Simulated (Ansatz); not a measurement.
`C#CCOCC` → `C#CCO` + ethylene at 600 K and 1 bar (alkene loss).

Computed with Ansatz on PBE0-D4/def2-TZVP structures; ΔE is electronic, products minus reactants. CBS: MP2 limit from def2 TZ/QZ plus the TZ coupled-cluster correction, frozen cores. This one scheme is used for every species. One conformer a species, not always the lowest.

```csv
species,CCSD(T)/CBS energy (Eh),H − E (kJ/mol),S (J/(mol·K))
`C#CCOCC`,-270.16491,376.9,449.7
`C#CCO`,-191.65368,204.4,348.3
`C=C`,-78.48111,161.6,257.2
```

H − E and S are ideal-gas, rigid-rotor, harmonic terms from PBE0-D4/def2-TZVP, for one conformer and one mirror image of each species. 1 Eh = 2625.50 kJ/mol, R = 8.31446 J/(mol·K).

Q: By hand: ΔE, ΔH, ΔS and ΔG.

A: ΔE = (-191.65368) + (-78.48111) − (-270.16491) = 0.03012 Eh = 79.1 kJ/mol. Δ(H − E) = 204.4 + 161.6 − 376.9 = -10.9, so ΔH = 68.2 kJ/mol. ΔS = 348.3 + 257.2 − 449.7 = 155.8 J/(mol·K). ΔG = 68.2 − 600 × (155.8)/1000 = -25.3 kJ/mol.

Q: By hand: the equilibrium constant, and the temperature at which ΔG would vanish if ΔH and ΔS stayed fixed.

A: log₁₀ K = −ΔG/(RT ln 10) = 2.2. ΔG = 0 at ΔH/ΔS = 438 K.

The number of gas molecules changes by +1, which sets the sign of ΔS. A doubt of 5 kJ/mol in ΔE shifts log₁₀ K by 0.4 here. Other conformers and mirror images would add mixing entropy, several J/(mol·K) or more a flexible species. These are equilibria of isolated gas molecules and say nothing of rates. Largest T1 diagnostic: 0.012 (customary marks: 0.02 for closed shells, 0.045 for open ones).
